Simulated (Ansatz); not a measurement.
I need vertical and adiabatic energies of changing the electron count of ClF. Use Ansatz 0.2.0 through its Python package. Settings (for the species named): r2SCAN, cc-pVDZ basis, multiplicity 1, D3BJ dispersion.

```json
{"atom": "F", "x (Å)": "0.8143", "y (Å)": "0.0000", "z (Å)": "0.0000"}
{"atom": "Cl", "x (Å)": "-0.8143", "y (Å)": "0.0000", "z (Å)": "0.0000"}
```

`adiabatic_clf.py`:
```python
"""How ClF relaxes after losing an electron."""

import ansatz as az
import numpy as np


def main() -> None:
    geometry_ang = [
        ("F", (0.8143, 0.0, 0.0)),
        ("Cl", (-0.8143, 0.0, 0.0)),
    ]
    molecule = az.Crystal.molecule()
    for symbol, xyz in geometry_ang:
        molecule = molecule.atom(symbol, xyz)

    model = (
        molecule.calculation()
        .basis(gaussian="cc-pVDZ")
        .functional("r2scan", dispersion="d3bj")
    )
    symbols = [site.symbol for site in molecule.cartesian_sites]
    start = np.array([site.position_ang for site in molecule.cartesian_sites], dtype=float)
    r = model.relax(force_tolerance=0.01, max_steps=100).run(threads=1, backend="cpu").report
    end = np.array(r["positions_ang"])

    minimum = az.Crystal.molecule()
    for symbol, place in zip(symbols, end):
        minimum = minimum.atom(symbol, place.tolist())
    ion = minimum.calculation()
    ion = ion.basis(gaussian="cc-pVDZ").functional("r2scan", dispersion="d3bj")
    ion = ion.charge(1).spin("collinear", total=1)
    vertical = ion.run(threads=1, backend="cpu").report
    settled = ion.relax(force_tolerance=0.01, max_steps=80).run(threads=1, backend="cpu").report
    print(f"vertical ionisation energy   {vertical['free_energy_ev'] - r['free_energy_ev']:.3f} eV")
    print(f"adiabatic, no zero point     {settled['free_energy_ev'] - r['free_energy_ev']:.3f} eV")
    print(f"relaxation energy of the ion {vertical['free_energy_ev'] - settled['free_energy_ev']:.3f} eV")
    ionised = np.array(settled["positions_ang"])
    print("final positions (A) and the move of each atom")
    for symbol, xyz, old in zip(symbols, ionised, end):
        print(f"{symbol:2s} {xyz[0]:10.5f} {xyz[1]:10.5f} {xyz[2]:10.5f}   {np.linalg.norm(xyz - old):7.4f}")


if __name__ == "__main__":
    main()
```

`python adiabatic_clf.py` gives:
```text
DeckWarning: the engine holds no damping parameters fitted to this dispersion correction and functional, so the run takes those fitted to r2scan beside the three-body term, which d3bj leaves out (hamiltonian.dispersion, under Limitations)
vertical ionisation energy   12.676 eV
adiabatic, no zero point     12.546 eV
relaxation energy of the ion 0.130 eV
final positions (A) and the move of each atom
F     0.79174   -0.00000    0.00000    0.0467
Cl   -0.79174    0.00000   -0.00000    0.0467
```
(Warnings from the package without file and line.)

Caveats:
- The energies are electronic: no zero-point or thermal terms, and the basis set is short of its limit. The product may relax into another structure. The relaxation finds the nearest minimum, so the adiabatic value is an upper bound.
- A dispersion term here runs with damping parameters fitted for another variant or functional.
- Run time: 14 s on 1 thread of Arm Neoverse V2, with other jobs on the host, peak memory 0.19 GiB.
